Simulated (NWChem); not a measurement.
Molecule: dimethyl ether (C₂H₆O); SMILES COC

```xyz
9

C      1.1611     0.0000     0.1881
O      0.0000     0.0000    -0.5778
C     -1.1611     0.0000     0.1881
H      1.2330    -0.8952     0.8395
H      1.2330     0.8952     0.8395
H      2.0215     0.0000    -0.4963
H     -1.2330    -0.8952     0.8395
H     -2.0215     0.0000    -0.4963
H     -1.2330     0.8952     0.8395
```
Atoms are numbered in this order, from 1.

Geometry: optimised at PBE0/def2-SVP.

Symmetry labels are those of C2v in the frame above (b1 and b2, or b-type labels, depend on it). States above −ε(HOMO) = 5.9 eV lie in this functional's continuum and hang on the basis.

### Question
List the 4 lowest vertical singlet excitations from PBE/def2-SVPD, TDA (NWChem).

### Answer
```json
[
 {"state": "S1", "energy (eV)": "6.07", "oscillator strength": "0.032", "symmetry": "b2", "leading excitation (squared amplitude)": "HOMO → LUMO (1.00)"},
 {"state": "S2", "energy (eV)": "6.87", "oscillator strength": "0.000", "symmetry": "a2", "leading excitation (squared amplitude)": "HOMO → LUMO+1 (1.00)"},
 {"state": "S3", "energy (eV)": "7.36", "oscillator strength": "0.020", "symmetry": "b2", "leading excitation (squared amplitude)": "HOMO → LUMO+2 (0.98)"},
 {"state": "S4", "energy (eV)": "7.69", "oscillator strength": "0.003", "symmetry": "a1", "leading excitation (squared amplitude)": "HOMO → LUMO+4 (0.51)"}
]
```
